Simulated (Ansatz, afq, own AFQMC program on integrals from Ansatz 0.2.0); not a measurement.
**Where AFQMC and coupled cluster stand for P, quartet**

A free P atom.

Basis cc-pVTZ. Only valence electrons are correlated. Integrals, coupled cluster, full CI and functionals: Ansatz 0.2.0; the random walks run on the same integrals in our own AFQMC program. The CISD trial takes its coefficients from CCSD amplitudes. Released means that phaseless walkers are propagated on without the constraint, phases kept. Free AFQMC starts from the CCSD state and is never constrained. Its projection time is finite, and what remains of the start isn't in its error. Error bars are statistical, one sigma.

Determinant: UHF, the one that the program's search chose, which needn't be the lowest solution.

Full CI on the same integrals is exact in this basis and with this determinant's frozen core.

The T1 diagnostic is 0.0047, the weight of the determinant in the CISD state is 0.937 and the ⟨S²⟩ of the determinant is 3.750. The size of the correlated space is 5 electrons in 29 orbitals.

Reference: full CI, correlation energy -2.874 eV. The released energy is read at 2.40 1/Eh (meV from the phaseless value at times in 1/Eh: -1.0 ± 1.0 at 0.24, -2.3 ± 1.0 at 0.51, -2.2 ± 0.9 at 0.99, -3.7 ± 0.7 at 1.62, -3.8 ± 0.8 at 2.40).

```tsv
level	E − E(reference) (meV)	share of correlation (%)
HF	2874.0	0.00
MP2	608.0	78.84
CCSD	127.5	95.56
CCSD(T)	24.6	99.15
CCSDT	3.7	99.87
CCSDT(Q)	0.6	99.98
CCSDTQ	0.1	100.00
ph-AFQMC/HF	-18.6 ± 18.0	100.65
ph-AFQMC/CISD	3.3 ± 1.1	99.88
released AFQMC	-0.5 ± 0.8	100.02
free AFQMC	0.2 ± 0.9	99.99
```

CCSDT and higher add their correlation energy to the determinant of the CCSD(T) run, since their own runs factorise the integrals more tightly (a shift of under 2 meV). Free projections are given only where their last times agree within the noise and don't stop above the reference; a slow remainder of the start can still hide under it. A walk keeps the symmetry of its determinant, which the program's search chose and which needn't be the lowest solution, so a lower state of the same spin and another symmetry isn't excluded. Released energies are given only where the last usable release times agree within the noise; a slower fall can still hide under it.
